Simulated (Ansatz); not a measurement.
Isolated molecules relaxed with PBE0-D4/def2-TZVP in Ansatz; ΔE leaves out vibrations. CCSD(T)/CBS is the MP2 limit (def2-TZVPP, def2-QZVPP) plus CCSD(T) − MP2 in def2-TZVPP, frozen cores. This one scheme is used for every species, atoms too. Functionals use def2-TZVPP. B3LYP here is the variant with VWN-RPA as its local correlation; programs differ in this. HSE06 is defined as in plane-wave codes. No spin–orbit coupling; open shells (•) take unrestricted orbitals. Spin–orbit coupling would lower the free atoms: a little for C, O.

`C1=COCC1` → 4 C• + 6 H• + O•  (atomization)

```
             level  ΔE (kcal/mol)  difference from CCSD(T)/CBS
       LDA (SPW92)         1298.4                        180.0
            PBE-D4         1155.5                         37.1
         revPBE-D4         1125.6                          7.2
           BLYP-D4         1119.9                          1.5
            B97M-V         1121.0                          2.6
           PBE0-D4         1132.2                         13.8
          B3LYP-D4         1119.4                          1.0
        r2SCANh-D4         1117.5                         -0.9
        r2SCAN0-D4         1107.0                        -11.4
          HSE06-D4         1133.2                         14.8
          BHLYP-D4         1082.7                        -35.7
      CAM-B3LYP-D4         1124.9                          6.5
           ωB97X-V         1121.6                          3.2
           ωB97M-V         1123.4                          5.0
          PBE-QIDH         1120.2                          1.8
               PBE         1150.7                         32.3
            revPBE         1108.2                        -10.2
              BLYP         1109.0                         -9.4
            r2SCAN         1123.7                          5.3
              PBE0         1128.3                          9.9
             B3LYP         1111.8                         -6.6
           r2SCANh         1116.3                         -2.1
           r2SCAN0         1105.7                        -12.7
             HSE06         1129.6                         11.2
             BHLYP         1077.5                        -40.9
         CAM-B3LYP         1121.0                          2.6
           LC-ωPBE         1124.1                          5.7
       HF/def2-SVP          828.7                       -289.7
      MP2/def2-SVP         1089.8                        -28.6
     CCSD/def2-SVP         1060.2                        -58.2
     HF/def2-TZVPP          813.7                       -304.7
    MP2/def2-TZVPP         1115.1                         -3.3
SCS-MP2/def2-TZVPP         1104.9                        -13.5
   CCSD/def2-TZVPP         1073.2                        -45.2
CCSD(T)/def2-TZVPP         1091.7                        -26.7
     HF/def2-QZVPP          814.9                       -303.5
    MP2/def2-QZVPP         1130.7                         12.3
SCS-MP2/def2-QZVPP         1122.5                          4.1
      HF/CBS(def2)          815.1                       -303.3
    CCSD/CBS(def2)         1099.8                        -18.6
       CCSD(T)/CBS         1118.4                            0
```

Largest T1 diagnostic among the species: 0.012.

Leaving LDA and LC-ωPBE aside and taking each functional with its dispersion term where it has one, the values spread over 72.8 kcal/mol, from BHLYP-D4 to PBE-D4. LDA lies +147.7 kcal/mol from PBE without D4, its usual overbinding. In def2-TZVPP, CCSD(T) changes the Hartree–Fock value by +278.0 kcal/mol (the triples alone add +18.6 kcal/mol) and MP2 by +301.3 kcal/mol; breaking electron pairs costs correlation energy, which Hartree–Fock lacks.

For atomizations the MP2-based limit and the directly extrapolated one differ by several kJ/mol either way, and by 10 to 25 for some Ge, Se and Sn compounds, so smaller differences from it don't rank the levels.
